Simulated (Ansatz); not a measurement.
Relaxation of the cluster Mg₃H₅⁻ with RKS r2SCAN-D4/def2-TZVPD.

```sh
$ ansatz run in.yaml --threads 4 --pin off --events-out ev --progress --plain --max-ram 3916MiB
```

```yaml
crystal:
  periodic: [false, false, false]
  atoms:
    - {symbol: Mg, position_ang: [0.809650, 0.052810, 1.193540]}
    - {symbol: Mg, position_ang: [-1.026160, 0.622240, -0.945960]}
    - {symbol: Mg, position_ang: [0.045420, -1.243880, -2.155300]}
    - {symbol: H, position_ang: [1.911470, -0.791630, -0.608640]}
    - {symbol: H, position_ang: [-0.903340, -1.301470, 0.424460]}
    - {symbol: H, position_ang: [-2.552120, 1.367560, -1.038190]}
    - {symbol: H, position_ang: [0.364500, 1.637860, 0.490070]}
    - {symbol: H, position_ang: [1.350580, -0.343490, 2.640020]}
basis:
  gaussian: {orbitals: def2-TZVPD}
total_charge: -1
hamiltonian: {xc: r2scan, dispersion: d4}
scf: {lower_state_search: "off"}
output: {orbitals: {seedname: orbitals}}
relax: {f_tol: 0.02, max_steps: 100}
```

Run time 19 s (4 threads of Arm Neoverse V2 on a shared host).

Positions (Å) and forces (eV/Å) at steps 1, 2, 3, 4, 5, 6, 7, 8, 9, 10, 11 of 11:

```xyz
8
step=1 energy=-16411.0857 eV
Mg    0.810    0.053    1.194   -0.020   -0.929   -1.804
Mg   -1.026    0.622   -0.946   -0.601    0.957    1.601
Mg    0.045   -1.244   -2.155    1.390   -1.157   -0.072
H     1.911   -0.792   -0.609   -0.779    0.125    0.107
H    -0.903   -1.301    0.424    0.459    1.161   -0.549
H    -2.552    1.368   -1.038   -0.327    0.305   -0.101
H     0.364    1.638    0.490   -0.660   -0.201   -0.710
H     1.351   -0.343    2.640    0.538   -0.260    1.528
8
step=2 energy=-16412.1811 eV
Mg    0.855   -0.056    1.120    0.129   -0.701   -0.950
Mg   -1.065    0.665   -0.818   -0.462    0.383    0.888
Mg    0.180   -1.300   -2.086    0.834   -0.414    0.162
H     1.818   -0.781   -0.602   -0.460   -0.002    0.197
H    -0.840   -1.137    0.341    0.345    0.829   -0.353
H    -2.597    1.412   -1.042   -0.220    0.194   -0.082
H     0.274    1.549    0.391   -0.365   -0.274   -0.427
H     1.376   -0.351    2.697    0.199   -0.013    0.567
8
step=3 energy=-16412.7968 eV
Mg    0.905   -0.189    1.008    0.101   -0.155   -0.013
Mg   -1.165    0.697   -0.686   -0.431    0.152    0.219
Mg    0.331   -1.299   -2.003    0.446   -0.039    0.179
H     1.764   -0.826   -0.547   -0.122   -0.180    0.012
H    -0.770   -0.966    0.270    0.091    0.215   -0.173
H    -2.675    1.462   -1.059   -0.134    0.084    0.006
H     0.221    1.454    0.312    0.026   -0.078   -0.169
H     1.388   -0.332    2.705    0.024    0.001   -0.061
8
step=4 energy=-16412.9603 eV
Mg    0.911   -0.219    0.965    0.039    0.022    0.163
Mg   -1.310    0.741   -0.619    0.040   -0.057   -0.103
Mg    0.501   -1.247   -1.911    0.059    0.113    0.000
H     1.817   -0.972   -0.462   -0.048   -0.109    0.009
H    -0.759   -0.910    0.194   -0.005    0.020   -0.025
H    -2.807    1.526   -1.023   -0.071    0.018    0.105
H     0.239    1.419    0.193    0.012   -0.035   -0.095
H     1.409   -0.339    2.662   -0.027    0.029   -0.053
8
step=5 energy=-16413.0052 eV
Mg    0.906   -0.226    0.988   -0.059    0.019   -0.004
Mg   -1.347    0.729   -0.645    0.126   -0.045   -0.106
Mg    0.582   -1.121   -1.924   -0.006    0.086    0.062
H     1.788   -1.088   -0.391    0.035   -0.038   -0.048
H    -0.745   -0.892    0.163   -0.097   -0.051    0.019
H    -2.871    1.534   -0.931    0.002   -0.018    0.104
H     0.285    1.367    0.059    0.031   -0.001   -0.015
H     1.403   -0.303    2.681   -0.032    0.047   -0.013
8
step=6 energy=-16413.0269 eV
Mg    0.867   -0.257    0.970   -0.026    0.037    0.105
Mg   -1.344    0.708   -0.690   -0.123    0.097   -0.087
Mg    0.684   -0.969   -1.907   -0.014   -0.011   -0.047
H     1.811   -1.197   -0.331   -0.070    0.074   -0.084
H    -0.811   -0.907    0.150    0.084    0.008    0.055
H    -2.910    1.532   -0.757    0.183   -0.081    0.032
H     0.366    1.313   -0.107    0.003   -0.149    0.039
H     1.338   -0.224    2.672   -0.038    0.025   -0.014
8
step=7 energy=-16413.0395 eV
Mg    0.835   -0.274    1.007   -0.043    0.019   -0.078
Mg   -1.342    0.649   -0.732   -0.050    0.041    0.038
Mg    0.711   -0.870   -1.934    0.022   -0.013    0.004
H     1.762   -1.131   -0.361    0.111   -0.061    0.006
H    -0.833   -0.922    0.217    0.019    0.004    0.016
H    -2.835    1.540   -0.685   -0.062    0.033   -0.010
H     0.406    1.192   -0.217    0.015   -0.030    0.027
H     1.296   -0.185    2.705   -0.013    0.006   -0.003
8
step=8 energy=-16413.0410 eV
Mg    0.831   -0.277    0.992    0.032   -0.018   -0.007
Mg   -1.364    0.661   -0.717    0.062   -0.040   -0.030
Mg    0.711   -0.845   -1.899    0.011   -0.012   -0.014
H     1.799   -1.153   -0.342    0.021   -0.013   -0.031
H    -0.804   -0.948    0.167   -0.024    0.072    0.014
H    -2.848    1.562   -0.621   -0.033    0.021    0.006
H     0.439    1.150   -0.279   -0.067   -0.016    0.032
H     1.238   -0.149    2.698   -0.001    0.006    0.029
8
step=9 energy=-16413.0439 eV
Mg    0.848   -0.285    0.988   -0.050    0.034    0.004
Mg   -1.359    0.663   -0.728    0.022   -0.005    0.034
Mg    0.711   -0.870   -1.914    0.002   -0.001   -0.020
H     1.812   -1.155   -0.359   -0.011   -0.001   -0.002
H    -0.821   -0.914    0.201    0.006   -0.044    0.003
H    -2.856    1.556   -0.660   -0.009    0.005   -0.010
H     0.407    1.171   -0.225    0.028    0.018   -0.014
H     1.258   -0.167    2.696    0.011   -0.006    0.005
8
step=10 energy=-16413.0450 eV
Mg    0.838   -0.280    0.992    0.020   -0.015   -0.008
Mg   -1.357    0.660   -0.713   -0.006   -0.001   -0.010
Mg    0.716   -0.861   -1.924    0.008   -0.007   -0.004
H     1.802   -1.157   -0.360   -0.009    0.012    0.010
H    -0.824   -0.922    0.210   -0.011   -0.005    0.007
H    -2.855    1.555   -0.675   -0.003    0.003    0.004
H     0.412    1.173   -0.227    0.004    0.012    0.002
H     1.269   -0.168    2.697   -0.002    0.000   -0.001
8
step=11 energy=-16413.0451 eV
Mg    0.839   -0.281    0.990   -0.001    0.000   -0.001
Mg   -1.356    0.659   -0.715   -0.004    0.003    0.006
Mg    0.720   -0.867   -1.929    0.003    0.000    0.001
H     1.803   -1.152   -0.360   -0.003   -0.002   -0.002
H    -0.831   -0.921    0.218    0.003   -0.002    0.001
H    -2.854    1.555   -0.675    0.000   -0.001   -0.003
H     0.410    1.178   -0.224    0.002    0.002   -0.001
H     1.270   -0.171    2.695   -0.001    0.000   -0.001
```

The structure comes from a short search, and lower isomers may exist.
